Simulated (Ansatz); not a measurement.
**Zr2Fe: computed properties**

These are results of DFT PBEsol, scalar-relativistic, plane waves, PAW (Ansatz 0.2.0), not measurements.

Settings: cutoff 420 eV, Γ-centred mesh 8×8×8 on the computed 6-atom cell, Gaussian smearing of 0.10 eV; no spin polarisation.

The structure is relaxed at this level of theory with its symmetry kept. Whether it is the stable form of this composition wasn't checked.

```
Zr Fe
1.0
    -3.08987    3.08987    2.82258
     3.08987   -3.08987    2.82258
     3.08987    3.08987   -2.82258
Zr Fe
4 2
Direct
  0.67929 0.17929 0.85858
  0.17929 0.32071 0.50000
  0.32071 0.82071 0.14142
  0.82071 0.67929 0.50000
  0.25000 0.25000 0.00000
  0.75000 0.75000 0.00000
```

(1) Formation energy from the elements' standard states (uncorrected)?

(2) Density of states at the Fermi level?

(3) Löwdin character within 0.5 eV of the Fermi level?

(4) Bulk modulus?

(5) Its pressure derivative?

(6) Bader charges (e)?

Spin polarisation was left out, and a magnetic state may lie lower.

A ferromagnetic start lost its moments in a first run, so spin was left out; other magnetic orders weren't tried.

## Answers

(1) -0.177 eV/atom.

(2) 5.03 states/eV per cell.

(3) Zr 4d 57 %, Fe 3d 31 %, unprojected 5 %.

(4) 132 GPa.

(5) 3.3.

(6) Zr (4 in the cell) 0.77, Fe (2 in the cell) -1.53.

Cost: 9 runs of about 13 core-minutes in all, on Arm Neoverse V2 (shared hosts).